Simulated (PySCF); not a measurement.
Ligand series Mo(CO)5L. Gas-phase values, no solvent. One relaxed conformer stands for each flexible species; it need not be the lowest. Multiplicities are imposed; where one is given, others were not computed. Strings in code marks are SMILES.

The numbers are results of PySCF 2.14.0 with TPSSh-D3(BJ)/def2-TZVP // BP86-D3(BJ)/def2-SVP, not measurements. 

```csv
species,HOMO (eV),dipole moment (D)
free ligand H2O,-7.84,2.09
free ligand CS (`[C-]#[S+]`),-8.19,1.79
free ligand CH3CN,-8.59,3.99
free ligand N(CH3)3 (`CN(C)C`),-5.41,0.43
```
